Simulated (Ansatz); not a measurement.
Relaxation of C2H7O (10 atoms, charge 1, multiplicity 1), to a largest force component of 0.015 eV/Å in at most 40 steps.

Computed with Ansatz 0.2.0, RKS B3LYP-D4/def2-SVP.

```xyz
10
Properties=species:S:1:pos:R:3
C -0.916 0.638 -0.497
O 0.490 0.298 -0.387
C 1.028 -0.356 -1.565
H -1.538 -0.247 -0.637
H -1.032 1.317 -1.340
H -1.206 1.152 0.418
H 1.004 1.114 -0.212
H 0.922 0.263 -2.457
H 0.491 -1.293 -1.700
H 2.079 -0.572 -1.379
```

Q: Where does it end, and by what steps?

A: The run converged. Limits of this set-up: the dipole of an ion depends on the origin. After 5 steps the energy has fallen by 0.128 eV; H5 moved furthest, 0.13 Å.

```json
{"step": "0", "energy less start (eV)": "0.0000", "largest force component (eV/Å)": "1.060", "accepted": "yes"}
{"step": "1", "energy less start (eV)": "-0.1035", "largest force component (eV/Å)": "0.680", "accepted": "yes"}
{"step": "2", "energy less start (eV)": "-0.0971", "largest force component (eV/Å)": "0.865", "accepted": "no"}
{"step": "3", "energy less start (eV)": "-0.1242", "largest force component (eV/Å)": "0.069", "accepted": "yes"}
{"step": "4", "energy less start (eV)": "-0.1272", "largest force component (eV/Å)": "0.122", "accepted": "yes"}
{"step": "5", "energy less start (eV)": "-0.1278", "largest force component (eV/Å)": "0.006", "accepted": "yes"}
```

```xyz
10
Properties=species:S:1:pos:R:3
C -0.970 0.687 -0.500
O 0.471 0.337 -0.457
C 1.063 -0.384 -1.610
H -1.503 -0.263 -0.611
H -1.149 1.364 -1.346
H -1.196 1.154 0.465
H 1.030 1.078 -0.148
H 0.978 0.243 -2.508
H 0.494 -1.316 -1.702
H 2.105 -0.587 -1.337
```

Whether the end is a true minimum wasn't checked by a vibrational analysis.

The run took 36 s on 1 thread of Intel(R) Xeon(R) Platinum 8488C (Sapphire Rapids), on a shared host, peak memory 0.17 GiB.
